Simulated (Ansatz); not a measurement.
Basis-set series for C2H4F2O2, SMILES `OC(F)OCF`. The species carries charge 0 and has multiplicity 1. The geometry is a stationary point of PBE0-D4/def2-TZVP. It is one conformer, not always the lowest.

```tsv
functional	basis	functions	energy (Eh)	HOMO (eV)	LUMO (eV)
PBE0-D4	def2-SVP	104	-427.99050	-9.11	1.75
PBE0-D4	def2-TZVPP	242	-428.50481	-9.27	1.06
ωB97M-V	def2-SVP	104	-428.29033	-11.55	3.41
ωB97M-V	def2-TZVPP	242	-428.81740	-11.74	2.48
```

Task: Give the rows for def2-QZVPP. (Best estimate.)

Result: Ansatz gave: 
```json
{"functional": "PBE0-D4", "basis": "def2-QZVPP", "functions": "462", "energy (Eh)": "-428.52739", "HOMO (eV)": "-9.32", "LUMO (eV)": "0.58"}
{"functional": "ωB97M-V", "basis": "def2-QZVPP", "functions": "462", "energy (Eh)": "-428.83910", "HOMO (eV)": "-11.79", "LUMO (eV)": "1.74"}
```

Positive LUMOs are unbound and depend on the basis.
